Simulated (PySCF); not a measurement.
SMILES C(=C=C=C)Cl, C$_{4}$H$_{3}$Cl

Molfile (atoms numbered from 1):
```
C4H3Cl
     RDKit          3D

  8  7  0  0  0  0  0  0  0  0999 V2000
   -1.9797   -0.2171    0.1870 C   0  0  0  0  0  0  0  0  0  0  0  0
   -0.6832   -0.0663    0.0842 C   0  0  0  0  0  0  0  0  0  0  0  0
    0.5675    0.0721   -0.0184 C   0  0  0  0  0  0  0  0  0  0  0  0
    1.8604    0.2411   -0.1142 C   0  0  0  0  0  0  0  0  0  0  0  0
    2.9541   -1.0429   -0.4600 Cl  0  0  0  0  0  0  0  0  0  0  0  0
   -2.6276    0.6240    0.4089 H   0  0  0  0  0  0  0  0  0  0  0  0
   -2.4399   -1.1902    0.0537 H   0  0  0  0  0  0  0  0  0  0  0  0
    2.3470    1.2000    0.0136 H   0  0  0  0  0  0  0  0  0  0  0  0
  1  2  2  0
  2  3  2  0
  3  4  2  0
  4  5  1  0
  1  6  1  0
  1  7  1  0
  4  8  1  0
M  END
```

Computed with TDDFT CAM-B3LYP/aug-cc-pVTZ excited states, vertical, gas phase in PySCF 2.14.0. Geometry: PBE0-D3(BJ)/def2-TZVP.

Q: Give the one- and two-photon strengths of the lowest singlets.

A: δ for parallel linear polarisation; σ at the peak of a Lorentzian of half width 0.1 eV, single beam; Ω is circular over linear.
```
state  E (eV)      f  photon λ (nm)  δ (au)  σ (GM)     Ω                                main
   S1    4.31  0.000            575    <0.1    0.00     –                    HOMO−1→LUMO 0.98
   S2    4.98  0.001            498    0.86    0.01  1.21  HOMO→LUMO+2 0.48, HOMO→LUMO+3 0.20
   S3    5.02  0.458            494     162    1.50  0.56                      HOMO→LUMO 0.91
   S4    6.01  0.004            412      89    1.18  1.50                    HOMO→LUMO+1 0.80
   S5    6.46  0.000            384    0.49    0.01  1.50                    HOMO−2→LUMO 0.97
   S6    6.56  0.019            378    82.2    1.30  1.50  HOMO→LUMO+3 0.49, HOMO→LUMO+2 0.29
```

Among these, the strongest one-photon state is S3, the strongest two-photon state S3, with a dipole change of 1.5 D (relaxed, norm of the difference vector).
